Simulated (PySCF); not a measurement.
# BH3Cl− (SMILES [BH3-]Cl): B2PLYP/STO-6G

What is the vertical singlet–triplet gap of BH3Cl− at B2PLYP/STO-6G? Input form: a Python script.

The calculation is run with PySCF 2.14.0.

16 further runs of the same task are left out: 1 that didn't finish, 15 set aside as unsound or not needed.

### 1 Starting point

The species is BH3Cl− (5 atoms), meant as a singlet with charge -1. As SMILES, `[BH3-]Cl`. The coordinates come from a GFN2-xTB relaxation.

Bond lengths: B1–Cl2 1.873 Å, B1–H3 1.208 Å, B1–H4 1.208 Å, B1–H5 1.208 Å. Angles: Cl2–B1–H3 106.7°, Cl2–B1–H4 106.7°, Cl2–B1–H5 106.7°, H3–B1–H4 112.0°, H3–B1–H5 112.2°, H4–B1–H5 112.1°.

### 2 The energy at B2PLYP/STO-6G

Contents of job.py:

```python
from pyscf import gto, dft, mp

molecule = gto.Mole()
molecule.atom = '''
B        0.082390      -0.047870       0.135930
Cl      -0.845860       0.496450      -1.396970
H        1.223080      -0.254620      -0.203070
H       -0.460100      -1.051350       0.532730
H        0.000500       0.857390       0.931390
'''
molecule.charge = -1
molecule.spin = 0
molecule.basis = 'sto-6g'
molecule.verbose = 3
molecule.max_memory = 1860
molecule.build()

calc0 = dft.RKS(molecule)
calc0.xc = '0.53*HF + 0.47*B88, 0.73*LYP'
calc0.grids.level = 5
calc0.conv_tol = 1e-10
calc0.kernel()
if not calc0.converged:
    calc0 = calc0.newton().run(calc0.mo_coeff, calc0.mo_occ)

pt = mp.MP2(calc0, frozen=6).run()
e_tot = calc0.e_tot + 0.27 * pt.e_corr
print('PT2 part  %.8f' % (0.27 * pt.e_corr))
print(f'total energy: {e_tot:.8f} hartree')
```

Command:

```bash
$ OMP_NUM_THREADS=1 python job.py
```

The program printed:

```text
converged SCF energy = -484.952374218553
E(RMP2) = -485.009625040229  E_corr = -0.0572508216764758
E(SCS-RMP2) = -485.018641746121  E_corr = -0.0662675275680867
PT2 part  -0.01545772
total energy: -484.96783194 hartree
```

Wall time 2.2 s (1 thread of Intel Xeon Platinum 8488C (Sapphire Rapids), shared host); peak memory 0.19 GiB.

### 3 The triplet at the same level

Contents of start.xyz:

```xyz
5
BClH3
B      0.082390    -0.047870     0.135930
Cl    -0.845860     0.496450    -1.396970
H      1.223080    -0.254620    -0.203070
H     -0.460100    -1.051350     0.532730
H      0.000500     0.857390     0.931390
```

Contents of calc.py:

```python
from pyscf import gto, dft, mp

mol = gto.M(
    atom='start.xyz',
    max_memory=1860,
    spin=2,
    charge=-1,
    verbose=4,
    basis='sto-6g',
)

calc0 = dft.UKS(mol)
calc0.xc = '0.53*HF + 0.47*B88, 0.73*LYP'
calc0.grids.level = 5
calc0.conv_tol = 1e-10
calc0.kernel()
if not calc0.converged:
    calc0 = calc0.newton().run(calc0.mo_coeff, calc0.mo_occ)

pt = mp.MP2(calc0, frozen=6).run()
etot = calc0.e_tot + 0.27 * pt.e_corr
print('PT2 part  %.8f' % (0.27 * pt.e_corr))
print('E = %.10f Eh' % etot)
```

Command:

```bash
$ OMP_NUM_THREADS=1 python calc.py
```

The program printed:

```text
PySCF version 2.14.0

[INPUT] num. atoms = 5
[INPUT] num. electrons = 26
[INPUT] charge = -1
[INPUT] spin (= nelec alpha-beta = 2S) = 2
[INPUT] symmetry False subgroup None
[INPUT] Mole.unit = angstrom
[INPUT] Symbol           X                Y                Z      unit          X                Y                Z       unit  Magmom
[INPUT]  1 B      0.082390000000  -0.047870000000   0.135930000000 AA    0.155694535403  -0.090461189583   0.256870472112 Bohr   0.0
[INPUT]  2 Cl    -0.845860000000   0.496450000000  -1.396970000000 AA   -1.598443739725   0.938154534540  -2.639890704234 Bohr   0.0
[INPUT]  3 H      1.223080000000  -0.254620000000  -0.203070000000 AA    2.311286228433  -0.481162065837  -0.383746684115 Bohr   0.0
[INPUT]  4 H     -0.460100000000  -1.051350000000   0.532730000000 AA   -0.869462989912  -1.986763561061   1.006713798340 Bohr   0.0
[INPUT]  5 H      0.000500000000   0.857390000000   0.931390000000 AA    0.000944863062   1.620232281941   1.760072015159 Bohr   0.0

nuclear repulsion = 42.1597479533802
number of shells = 11
number of NR pGTOs = 102
number of NR cGTOs = 17
basis = sto-6g
ecp = {}

******** <class 'pyscf.dft.uks.UKS'> ********
method = UKS
initial guess = minao
damping factor = 0
level_shift factor = 0
DIIS = <class 'pyscf.scf.diis.CDIIS'>
diis_start_cycle = 1
diis_space = 8
diis_damp = 0
SCF conv_tol = 1e-10
SCF conv_tol_grad = None
SCF max_cycles = 50
direct_scf = True
direct_scf_tol = 1e-13
number electrons alpha = 14  beta = 12
XC library pyscf.dft.libxc version 7.0.0
    S. Lehtola, C. Steigemann, M. J.T. Oliveira, and M. A.L. Marques.,  SoftwareX 7, 1–5 (2018)
XC functionals = 0.53*HF + 0.47*B88, 0.73*LYP
[... 19 lines left out ...]
[... the frontier-level lines of each cycle are left out ...]
[... 11 lines left out ...]
[... 11 lines left out ...]
[... 11 lines left out ...]
[... 11 lines left out ...]
[... 11 lines left out ...]
[... 11 lines left out ...]
[... 11 lines left out ...]
[... 11 lines left out ...]
[... 11 lines left out ...]
[... 5 lines left out ...]

cycle= 20 E= -484.514001100791  delta_E= -6.63e-06  |g|= 0.00419  |ddm|= 0.00767


cycle= 21 E= -484.514027357838  delta_E= -2.63e-05  |g|= 0.000387  |ddm|= 0.107


cycle= 22 E= -484.514028069185  delta_E= -7.11e-07  |g|= 3.77e-05  |ddm|= 0.0264


cycle= 23 E= -484.514028149898  delta_E= -8.07e-08  |g|= 3.68e-05  |ddm|= 0.0141


cycle= 24 E= -484.514028113303  delta_E= 3.66e-08  |g|= 0.000154  |ddm|= 0.00295


cycle= 25 E= -484.514028154902  delta_E= -4.16e-08  |g|= 5.55e-06  |ddm|= 0.00471


cycle= 26 E= -484.514028154935  delta_E= -3.32e-11  |g|= 3.31e-06  |ddm|= 0.000198


Extra cycle  E= -484.514028154951  delta_E= -1.53e-11  |g|= 1.35e-06  |ddm|= 1.24e-05
converged SCF energy = -484.514028154951  <S^2> = 2.0014342  2S+1 = 3.000956

******** <class 'pyscf.mp.ump2.UMP2'> ********
nocc = (np.int64(8), np.int64(6)), nmo = (11, 11)
frozen orbitals 6
E(UMP2) = -484.564926379318  E_corr = -0.0508982243677403
E(SCS-UMP2) = -484.568952441898  E_corr = -0.0549242869475127
E_corr(same-spin) = -0.00710028726204892
E_corr(oppo-spin) = -0.0437979371056914
PT2 part  -0.01374252
E = -484.5277706755 Eh
```

Wall time 8.7 s (1 thread of Intel Xeon Platinum 8488C (Sapphire Rapids), shared host); peak memory 0.2 GiB.

### 4 What came out

At B2PLYP/STO-6G, 6 core orbitals frozen:

| quantity | value |
| --- | --- |
| singlet: total energy | -484.96783 Eh |
| singlet: HOMO energy (SCF part's orbitals) | 0.11 eV |
| singlet: LUMO energy (SCF part's orbitals) | 17.39 eV |
| singlet: HOMO–LUMO gap (to an unbound level, set by the basis) | 17.28 eV |
| triplet: total energy | -484.52777 Eh |
| triplet: HOMO energy (SCF part's orbitals) (highest over α and β) | 11.95 eV |
| triplet: ⟨S²⟩ | 2.001 |
| vertical energy of the triplet above the singlet | 11.975 eV |

What this shows: At this shape the triplet lies 11.97 eV (1155 kJ/mol) above the singlet. For an anion a state so high probably lies above electron detachment. In a minimal basis such a difference can be off by several eV, whatever the method. The HOMO (singlet) lies at positive energy, 0.11 eV; only total energies tell whether the electron is bound. The HOMO (triplet) lies at positive energy, 11.95 eV; only total energies tell whether the electron is bound.
